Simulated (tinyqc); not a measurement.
The basis set: RHF and MP2 along a ladder of basis sets, for H2O, spin multiplicity 1. Computed by the program tinyqc with PySCF. Same geometry throughout; the dipole is taken about the origin.

Geometry (angstrom):
```
atom,x,y,z
O,0.0000,0.0000,0.0000
H,0.0000,0.6710,0.6480
H,0.0000,-0.6710,0.6480
```

RHF and frozen-core MP2 in a ladder of bases:
```
basis,functions,E(RHF) (hartree),E(MP2 corr) (hartree),HOMO (eV),LUMO (eV),dipole (debye)
sto-3g,7,-74.95352,-0.03551,-10.906,17.554,1.841
3-21g,13,-75.57382,-0.12002,-13.267,7.240,2.608
6-31g,13,-75.97231,-0.12652,-13.833,5.542,2.815
6-31g**,24,-76.01681,-0.19393,-13.687,5.892,2.360
cc-pvdz,24,-76.02154,-0.20146,-13.583,5.049,2.208
cc-pvtz,58,-76.05179,-0.26116,-13.888,3.840,2.190
```

Estimate the missing row, basis = aug-cc-pvdz.

Computed row:
```
basis        functions  E(RHF) (hartree)  E(MP2 corr) (hartree)  HOMO (eV)  LUMO (eV)  dipole (debye)
aug-cc-pvdz         41         -76.03569               -0.21835    -14.010      0.942           2.168
```

From cc-pVDZ to cc-pVTZ the RHF energy falls by 30.2 mhartree and the correlation energy by 59.7. If valence correlation converges as X^-3, (27 E(T) - 8 E(D))/19 gives -0.2863 hartree, a rough estimate from such small X that usually falls short; STO-3G holds about 12 % of it. Beyond STO-3G the LUMO moves by 6.3 eV and the HOMO by 0.7 eV; diffuse functions lower the positive LUMO sharply, since an unbound virtual level tracks the most diffuse function.
